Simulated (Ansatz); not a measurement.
# SiHF₂ (doublet): from Hartree-Fock to the top rungs, def2-QZVPP

One table from this session's results is given with a row withheld; the runs are named, their logs left out.

The runs use Ansatz 0.2.0, Gaussian basis; def2-QZVPP, core rule «outside noble gas», up to 7 orbitals frozen.

To be run: UHF; ROHF; CCSD(T) on UHF.

2 further runs of the same task are left out: 2 set aside as unsound or not needed. Runs told in other sessions of the task aren't counted.

## The geometry

The geometry is a PBE0/def2-TZVP stationary point (not a proven minimum).

4 atoms, charge 0, spin multiplicity 2.

Atoms are counted from 1 here; the program's logs count them from 0.

Bond lengths: Si1–F2 1.592 Å, Si1–F3 1.592 Å, Si1–H4 1.493 Å. Angles: F2–Si1–F3 107.3°, F2–Si1–H4 107.6°, F3–Si1–H4 107.6°.

The first run:

in.yaml reads:

```yaml
crystal:
  periodic: [false, false, false]
  atoms:
    - {symbol: Si, position_ang: [-0.130217, -0.507043, 0.000000]}
    - {symbol: F, position_ang: [0.070738, 0.415258, -1.281724]}
    - {symbol: F, position_ang: [0.070738, 0.415259, 1.281724]}
    - {symbol: H, position_ang: [0.961743, -1.525831, 0.000001]}
basis:
  gaussian: {orbitals: "def2-QZVPP.json"}
magnetization: {spin_polarized: true, initial_magnetization: 1}
hamiltonian: {xc: hf}
output: {orbitals: {seedname: orbitals}}
```

On the command line:

```console
$ ansatz run in.yaml --threads 1 --pin off --events-out ev --progress --plain --max-ram 2393MiB
```

Among the steps run: UHF; ROHF; CCSD(T) on UHF.

One table of the session follows, with a row left open; its other results are not shown here.

| method | from UCCSD(T) (kcal/mol) |
| --- | --- |
| ROHF | +427.45 |
| UHF | ? |
| UMP2 | +16.15 |
| UCCSD | +13.12 |
| UCCSD(T) | 0 |

**Question.** Estimate the row for UHF.

The run gave: from UCCSD(T) (kcal/mol): +426.58. In the column «from UCCSD(T) (kcal/mol)» it lies between UMP2 (+16.15) and ROHF (+427.45).
